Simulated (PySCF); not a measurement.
Species: C4H7F.
Geometry (GFN2-xTB, Å), atoms numbered from 1 in this order:
```xyz
12
C4H7F angstrom
C      1.3736    0.3873   -0.4349
C      0.1535   -0.4350   -0.1226
F      0.3658   -1.7677   -0.3986
C     -1.2356    0.0604   -0.3597
C     -0.7336   -0.1512    1.0457
H      1.6304    0.2888   -1.4882
H      1.1838    1.4326   -0.2112
H      2.2184    0.0430    0.1590
H     -1.9600   -0.6419   -0.7411
H     -1.3603    1.0679   -0.7240
H     -1.1256   -0.9943    1.5931
H     -0.5095    0.7094    1.6565
```

Method: PySCF 2.14.0, density-fitted response routines, TDDFT PBE0/def2-SVPD, vertical, gas phase, core orbitals frozen in the response.

Transition dipole moments from the ground state, in atomic units and in the frame of the coordinates above (overall signs are arbitrary), for the states with f of 0.002 or more among the lowest 6:

```json
{"state": "S1", "E (eV)": "7.517", "μx": "-0.112", "μy": "0.047", "μz": "-0.316"}
{"state": "S2", "E (eV)": "8.221", "μx": "-0.268", "μy": "-0.002", "μz": "0.094"}
{"state": "S3", "E (eV)": "8.266", "μx": "0.073", "μy": "-0.031", "μz": "0.207"}
{"state": "S6", "E (eV)": "8.953", "μx": "-0.167", "μy": "-0.008", "μz": "0.059"}
```

**Question.** Work out the oscillator strengths.

**Answer.** f = (2/3) ΔE |μ|² with ΔE in hartree (27.2114 eV).

```tsv
state	|μ|² (au)	|μ| (D)	f
S1	0.114	0.86	0.021
S2	0.080	0.72	0.016
S3	0.049	0.56	0.010
S6	0.031	0.45	0.007
```

**Question.** The point group is Cs. Which irreducible representation does each state belong to?

**Answer.** The ground state is totally symmetric, so the direction of μ fixes the label. Polarised normal to the mirror plane, so A″: S1 and S3. Polarised in the mirror plane, so A′: S2 and S6.

**Question.** Which bond between heavy atoms lies closest to the direction of the S1 transition dipole?

**Answer.** C4–C5, at 0° from it; next C2–C5 and C2–C4 at 60°.

**Question.** What angle do the transition dipoles of S1 and S2 make?

**Answer.** |cos θ| = |μa·μb| / (|μa| |μb|) = 0.00, so θ ≈ 90° (taken between 0 and 90°, since the signs are arbitrary).

**Question.** How is the summed strength of these states shared among x, y and z?

**Answer.** (2/3) Σ ΔE μα² gives 0.024 for x, 0.001 for y and 0.030 for z, 0.054 in all.

**Question.** What peak molar absorption coefficient would the strongest computed level give as a lone Gaussian band 0.3 eV wide at half height?

**Answer.** ε(max) = 2.175×10⁸ f / FWHM, with the width in cm⁻¹. S1: 2.175×10⁸ × 0.0210 / 2420 ≈ 1900 L mol⁻¹ cm⁻¹.

Without π bonds the low states may be Rydberg-like; a valence basis with one diffuse set may place them up to an eV too high.
